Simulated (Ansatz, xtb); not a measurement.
# FH4PSi: where a starting geometry ends

The starting geometry of this gas-phase singlet has its atoms placed at random.

```xyz
7

F    -0.2480   -1.8549    0.1941
P    -0.5726    0.4546    0.2401
Si    0.4558   -1.4551   -1.0327
H    -1.0921    1.7988    0.8466
H     0.9877   -1.3327    0.5467
H    -2.0179    0.3976    1.0781
H     0.2746    1.5478    0.1967
```

Problem. One run relaxed it with r2SCAN-D4/def2-SVP. What is a likely outcome?

Solution. It ends as `F[SiH-][PH3+]`. Distances that change by over a tenth: F1–Si3 (1.47 → 1.66 Å), P2–H6 (1.67 → 1.43 Å). Contacts that close: P2–Si3 (2.51 → 2.42 Å).

The energy falls by 9.17 eV over 18 steps:

| step | E − E(last) (eV) |
| --- | --- |
| 1 | 9.171 |
| 3 | 2.908 |
| 5 | 0.612 |
| 7 | 0.265 |
| 9 | 0.075 |
| 10 | 0.053 |
| 12 | 0.021 |
| 14 | 0.005 |
| 16 | 0.000 |
| 18 | 0.000 |

Final geometry (Å):

```xyz
7

F    -0.7790   -2.3185   -0.6044
P    -0.6246    0.6295    0.5232
Si    0.3873   -1.1519   -0.7559
H    -1.6058    1.4190   -0.1330
H     1.1555   -1.3534    0.5710
H    -1.1533    0.7345    1.8502
H     0.4075    1.5969    0.6187
```

From the same start GFN2-xTB reaches the same bonding as this run.

From so rough a start the end depends on the optimiser's path, so another program may land elsewhere. No frequencies were run, so the end isn't proven a minimum. Run with Ansatz 0.2.0, 23 s on 1 thread of Intel(R) Xeon(R) 6975P-C (Granite Rapids), with other jobs on the host.
